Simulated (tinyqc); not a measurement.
Inside a calculation. Method: Hueckel theory of the pi electrons, for the molecule C=CC=C (SMILES; centres numbered as the heavy atoms are written). Computed by tinyqc, a small Python program that keeps every step. Settings: charge = 0. Command: `OMP_NUM_THREADS=1 python tinyqc.py 23845 23846 out.jsonl` (the two numbers bound the seeds that draw the settings). One thread of a shared host (Intel(R) Xeon(R) Processor @ 2.60GHz), about 0.01 s of CPU time with the checks.

## The Hueckel matrix

Centres:
```
centre,"z_r, pi electrons of the neutral centre",h
1C,1,0.00000
2C,1,0.00000
3C,1,0.00000
4C,1,0.00000
```

Bonds:
```
i,j,k
1,2,1
2,3,1
3,4,1
```

H_rr = alpha + h_r beta, H_rs = k_rs beta for bonded centres.

Hueckel matrix in units of beta (H = alpha + beta A), lower triangle:
```
,1C,2C,3C,4C
1C,0.00000
2C,1.00000,0.00000
3C,0.00000,1.00000,0.00000
4C,0.00000,0.00000,1.00000,0.00000
```

## Orbitals

pi electrons, sum of z_r less the charge = 4

Diagonalise; E = alpha + x beta with beta < 0, so the largest x are filled first; degenerate levels share their electrons. P = sum n_i c_ri c_si; each orbital has its largest coefficient positive (the first on a tie).

x values: 1.61803  0.61803  -0.61803  -1.61803

occupations: 2.00000  2.00000  0.00000  0.00000

coefficients:
```
,MO1,MO2,MO3,MO4
1C,0.37175,0.60150,0.60150,-0.37175
2C,0.60150,0.37175,-0.37175,0.60150
3C,0.60150,-0.37175,-0.37175,-0.60150
4C,0.37175,-0.60150,0.60150,0.37175
```

charge and bond-order matrix P, lower triangle:
```
,1C,2C,3C,4C
1C,1.00000
2C,0.89443,1.00000
3C,0.00000,0.44721,1.00000
4C,-0.44721,0.00000,0.89443,1.00000
```

## Energy, charges, bond orders

E = sum n x; q_r = z_r - P_rr; bond order p = P_rs; free valence = sqrt(3) - sum of p over the bonds of the atom.

pi energy = 4 alpha + this times beta = 4.47214

pi charges: 1C 0.00000, 2C 0.00000, 3C 0.00000, 4C 0.00000

Bond orders and lengths from R = 1.517 - 0.180 p (angstrom, C-C alone):
```
bond,p,R
1-2,0.89443,1.35600
2-3,0.44721,1.43650
3-4,0.89443,1.35600
```

free valence of the carbons: 1C 0.83762, 2C 0.39041, 3C 0.39041, 4C 0.83762

gap between the highest filled and the next level = 1.23607 |beta|
